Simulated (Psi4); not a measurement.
# AlNH6 (SMILES [NH3+][AlH3-]) at FNO-MP3/6-311G(d) (fitted SCF, occ tolerance 3e-05)

Aim: the energy change on altering one bond length of AlNH6 at FNO-MP3/6-311G* (fitted SCF, occ tolerance 3e-05), from 2 runs. 

Program for the calculation: Psi4 1.11.

6 further runs of the same task are left out: 1 that didn't finish, 5 set aside as unsound or not needed.

## (1) Starting point

AlNH6: 8 atoms, total charge 0, spin state singlet. As SMILES, `[NH3+][AlH3-]`. Geometry: relaxed at PBE0-D4/def2-TZVP.

Bond lengths: N1–Al2 2.061 Å, N1–H3 1.015 Å, N1–H4 1.015 Å, N1–H5 1.015 Å, Al2–H6 1.603 Å, Al2–H7 1.603 Å, Al2–H8 1.603 Å. Some angles: N1–Al2–H6 99.3°, N1–Al2–H7 99.3°, N1–Al2–H8 99.3°, Al2–N1–H3 111.0°, Al2–N1–H4 111.0°, Al2–N1–H5 111.0°, H6–Al2–H7 117.5°, H6–Al2–H8 117.5°, H7–Al2–H8 117.5°, H3–N1–H4 107.9°.

## (2) The energy at FNO-MP3/6-311G(d) (fitted SCF, occ tolerance 3e-05)

Input file job.inp:

```
memory 1600 mb

molecule {
  0 1
  N
  Al 1 r2
  H 1 r3 2 a3
  H 1 r4 3 a4 2 d4
  H 1 r5 4 a5 3 d5
  H 2 r6 1 a6 4 d6
  H 2 r7 6 a7 1 d7
  H 2 r8 7 a8 6 d8

  r2 = 2.060813
  r3 = 1.014895
  a3 = 111.01322
  r4 = 1.014812
  a4 = 107.88481
  d4 = 121.84691
  r5 = 1.01487
  a5 = 107.88666
  d5 = -116.30458
  r6 = 1.603192
  a6 = 99.25593
  d6 = -59.9966
  r7 = 1.603105
  a7 = 117.46523
  d7 = 105.57433
  r8 = 1.60321
  a8 = 117.46245
  d8 = -148.85086
}

set {
  scf_type df
  freeze_core true
  occ_tolerance 3e-05
  mp_type conv
}

energy("fno-mp3/6-311G*")
```

On the command line:

```
$ psi4 -n 1 job.inp job.out
```

job.out:

```text
[...]
  Running in c1 symmetry.
[...]
  Nuclear repulsion =   62.106513340608032
[...]
  Multiplicity = 1
[...]
  Nalpha       = 13
  Nbeta        = 13
[...]
    Number of basis functions: 62
[...]
   @DF-RHF iter   1:  -299.80657994244314   -7.07564e-01   6.06830e-03 DIIS/ADIIS
[...]
   @DF-RHF iter  10:  -299.88161052230095   -3.18323e-12   4.38064e-09 DIIS
[...]
    Orbital Energies [Eh]
    ---------------------
    Doubly Occupied:
       1A    -58.423376     2A    -15.638556     3A     -4.835145
       4A     -3.151379     5A     -3.149890     6A     -3.149889
       7A     -1.245590     8A     -0.729010     9A     -0.728972
      10A     -0.617298    11A     -0.477262    12A     -0.387747
      13A     -0.387729
[...]
  @DF-RHF Final Energy:  -299.88161052230095
   => Energetics <=
    Nuclear Repulsion Energy =             62.1065133406080321
    One-Electron Energy =                -538.1325604921319155
    Two-Electron Energy =                 176.1444366292229233
    Total Energy =                       -299.8816105223009458
[...]
 Multipole Moments:
 ------------------------------------------------------------------------------------
     Multipole            Electronic (a.u.)      Nuclear  (a.u.)        Total (a.u.)
 ------------------------------------------------------------------------------------
 L = 1.  Multiply by 2.5417464519 to convert [e a0] to [Debye]
 Dipole X            :          0.0002924           -0.0000729            0.0002195
 Dipole Y            :          0.0001196            0.0000315            0.0001511
 Dipole Z            :          0.2813509           -2.5535301           -2.2721792
 Magnitude           :                                                    2.2721793
[...]
      * MP2 total energy:                   -300.124029671780
[...]
      * MP2 total energy:                   -300.124029671780
[...]
      * MP3 total energy:                   -300.147167647380
[...]
```

It took 3.6 s on 1 thread of Intel Xeon 6975P-C (Granite Rapids), shared host; peak memory 0.31 GiB.

## (3) The distorted shape, same level

Input file input.inp:

```
memory 1600 MB

molecule mol {
  0 1
  N
  Al 1 r2
  H 1 r3 2 a3
  H 1 r4 3 a4 2 d4
  H 1 r5 4 a5 3 d5
  H 2 r6 1 a6 4 d6
  H 2 r7 6 a7 1 d7
  H 2 r8 7 a8 6 d8

  r2 = 2.060813
  r3 = 1.014895
  a3 = 111.01322
  r4 = 1.014812
  a4 = 107.88481
  d4 = 121.84691
  r5 = 1.01487
  a5 = 107.88666
  d5 = -116.30458
  r6 = 1.603192
  a6 = 99.25593
  d6 = -59.9966
  r7 = 1.4428
  a7 = 117.46522
  d7 = 105.57431
  r8 = 1.60321
  a8 = 117.46247
  d8 = -148.85087
}

set scf_type df
set freeze_core true
set occ_tolerance 3e-05
set mp_type conv

energy_value, wavefunction = energy('fno-mp3/6-311G*', return_wfn=True)
```

On the command line:

```
$ psi4 -n 1 input.inp input.out
```

input.out:

```text
[...]
  Running in c1 symmetry.
[...]
  Nuclear repulsion =   62.670575728110812
[...]
  Multiplicity = 1
[...]
  Nalpha       = 13
  Nbeta        = 13
[...]
    Number of basis functions: 62
[...]
   @DF-RHF iter   1:  -299.79772049984274   -6.62202e-01   6.11163e-03 DIIS/ADIIS
[...]
   @DF-RHF iter  10:  -299.87411503857027   -3.06954e-12   4.74813e-09 DIIS
[...]
    Orbital Energies [Eh]
    ---------------------
    Doubly Occupied:
       1A    -58.408840     2A    -15.635872     3A     -4.824330
       4A     -3.140069     5A     -3.139593     6A     -3.138362
       7A     -1.243179     8A     -0.726726     9A     -0.726692
      10A     -0.617708    11A     -0.483598    12A     -0.397453
      13A     -0.383776
[...]
  @DF-RHF Final Energy:  -299.87411503857027
   => Energetics <=
    Nuclear Repulsion Energy =             62.6705757281108120
    One-Electron Energy =                -539.3569861342834884
    Two-Electron Energy =                 176.8122953676024451
    Total Energy =                       -299.8741150385702667
[...]
 Multipole Moments:
 ------------------------------------------------------------------------------------
     Multipole            Electronic (a.u.)      Nuclear  (a.u.)        Total (a.u.)
 ------------------------------------------------------------------------------------
 L = 1.  Multiply by 2.5417464519 to convert [e a0] to [Debye]
 Dipole X            :          0.2487606           -0.1147388            0.1340219
 Dipole Y            :          0.1435804           -0.0661734            0.0774070
 Dipole Z            :          0.3357646           -2.5751215           -2.2393570
 Magnitude           :                                                    2.2446989
[...]
      * MP2 total energy:                   -300.116521353991
[...]
      * MP2 total energy:                   -300.116521353991
[...]
      * MP3 total energy:                   -300.139495948195
[...]
```

Wall time 4.2 s (1 thread of Intel Xeon 6975P-C (Granite Rapids), shared host); peak memory 0.31 GiB.

## (4) What came out

At FNO-MP3/6-311G* (fitted SCF, occ tolerance 3e-05), 6 core orbitals frozen:

| quantity | value |
| --- | --- |
| first shape: total energy | -300.14717 Eh |
| first shape: HOMO energy (Hartree–Fock orbitals) | -10.55 eV |
| first shape: LUMO energy (Hartree–Fock orbitals) | 3.42 eV |
| first shape: HOMO–LUMO gap (Hartree–Fock orbitals) | 13.97 eV |
| first shape: correlation energy (6 core orbitals frozen) | -265.6 mEh |
| distorted shape: total energy | -300.13950 Eh |
| distorted shape: HOMO energy (Hartree–Fock orbitals) | -10.44 eV |
| distorted shape: LUMO energy (Hartree–Fock orbitals) | 3.45 eV |
| distorted shape: HOMO–LUMO gap (Hartree–Fock orbitals) | 13.89 eV |
| distorted shape: correlation energy (6 core orbitals frozen) | -265.4 mEh |
| energy change with the Al2–H7 bond shortened from 1.603 to 1.443 Å | 0.209 eV |

What this shows: With the Al2–H7 bond shortened from 1.603 to 1.443 Å the energy rises by 0.21 eV (4.8 kcal/mol). The first shape isn't relaxed at this level, so the change isn't measured from a minimum.
